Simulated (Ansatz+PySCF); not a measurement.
Results of a calculation; reference values are marked as such.
Input for PySCF 2.14.0:

```python
from pyscf import gto, scf, mp

# the (T+d) and (D+d) sets load through basis_set_exchange
mol = gto.M(atom="""
C -1.381530 0.424450 0.020700
S 0.101950 -0.603450 -0.018830
C 1.346680 0.587540 0.042010
H -2.237490 -0.248540 -0.025020
H -1.418290 0.999030 0.946170
H -1.404370 1.093230 -0.840670
H 1.154920 1.602350 -0.279310
H 2.359780 0.222560 0.127120
""", basis={'C': 'cc-pvtz', 'H': 'cc-pvtz', 'S': 'cc-pv(t+d)z'}, charge=0, spin=1)
mf = scf.UHF(mol)
mf.kernel()
pt = mp.MP2(mf, frozen=7).run()
print(mf.e_tot, pt.e_corr, pt.e_tot)
```

The script is written out from the run's settings.

Results

| Quantity | Value |
| --- | --- |
| Converged | yes |
| Reference energy | -476.17872 hartree |
| Correlation energy | -0.50370 hartree |
| Total energy | -476.68242 hartree |
| Spin squared of the determinant | 0.771 |
